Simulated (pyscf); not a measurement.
**Four-centre exchange: `[CH3][Be][CH3]` + `[NH3]` → `[CH3][Be][NH2]` + `[CH4]`**

Gas phase, singlet surface, charge 0. Bonds broken: Be1–C2, N10–H11. Bonds formed: Be1–N10, C2–H11. Structures and frequencies: ωB97X-D3(BJ)/def2-SVP in PySCF. MP2 and CC: frozen core, UHF for open shells. ΔMP2 is the change of the MP2 total energy from the triple- to the quadruple-zeta basis.

Transition state (Å):

```xyz
13

Be    -0.1533     0.1758     0.2800
C     -1.9244     0.8139     0.6283
C      0.2634    -0.7320    -1.1004
H     -2.1700     1.2039    -0.3744
H     -2.3764    -0.1907     0.7227
H     -2.4441     1.4554     1.3603
H      1.1255    -1.4024    -0.9301
H     -0.5635    -1.3521    -1.4911
H      0.5604    -0.0632    -1.9326
N      0.5571     0.9935     1.5657
H     -0.7273     1.1940     1.2792
H      0.6690     0.5447     2.4739
H      1.3268     1.6458     1.4222
```

One imaginary mode, 1508i cm⁻¹; descent along it reached the two sides named, in the forms told below.

```json
[
 {"bond": "Be1–C2", "change": "breaks", "reactant side (Å)": "1.735", "saddle": "1.914", "product side": "3.2"},
 {"bond": "N10–H11", "change": "breaks", "reactant side (Å)": "1.022", "saddle": "1.331", "product side": "3.1"},
 {"bond": "Be1–N10", "change": "forms", "reactant side (Å)": "1.844", "saddle": "1.681", "product side": "1.511"},
 {"bond": "C2–H11", "change": "forms", "reactant side (Å)": "3.1", "saddle": "1.415", "product side": "1.100"}
]
```

Electronic energies relative to the separated reactants (kcal/mol):

```csv
level,barrier,reaction energy,reverse barrier
ωB97X-D3(BJ)/def2-TZVP,11.7,-23.9,35.6
PBE/def2-TZVP,7.4,-23.7,31.2
r²SCAN/def2-TZVP,8.0,-24.7,32.6
B3LYP-D3(BJ)/def2-TZVP,11.1,-25.3,36.4
PBE0-D3(BJ)/def2-TZVP,8.1,-23.6,31.7
M06-2X/def2-TZVP,10.3,-25.4,35.8
ωB97M-D3(BJ)/def2-TZVP,11.8,-24.2,36.0
HF/def2-TZVP,28.3,-25.5,53.7
MP2/def2-QZVPP,11.0,-25.1,36.1
CCSD/def2-TZVPP,16.0,-24.2,40.2
CCSD(T)/def2-TZVPP,13.7,-24.0,37.7
CCSD(T)/def2-TZVPP + ΔMP2(QZVPP),12.9,-24.5,37.4
```

With CCSD(T)/def2-TZVPP + ΔMP2(QZVPP) energies and thermal terms (ideal gas, 1 atm, RRHO with modes under 100 cm⁻¹ raised to 100, one conformer, R ln 2 for chiral ones without a mode under 150 cm⁻¹), in kcal/mol:

| T (K) | ΔH‡ | ΔG‡ | ΔH | ΔG |
|---|---|---|---|---|
| 298 | 11.2 | 20.3 | -24.3 | -24.7 |
| 600 | 11.6 | 29.4 | -24.4 | -25.1 |
| 900 | 12.4 | 38.1 | -24.4 | -25.5 |
| 1200 | 13.3 | 46.6 | -24.5 | -25.8 |

On the reactant side the descent ends in an adduct with a Be–N contact (not fully relaxed), 19.1 kcal/mol under the separated species and 30.9 kcal/mol under the saddle at ωB97X-D3(BJ)/def2-TZVP. What is counted as formed (Be–N) is already present as a longer contact in the reactant adduct; forming that adduct is a step of its own. At the saddle there is also a short Be–H contact that neither side keeps. This is the saddle that the search found; another between the same sides may lie lower. The CCSD(T) − MP2 part came from Ansatz, without density fitting, on the same reference.
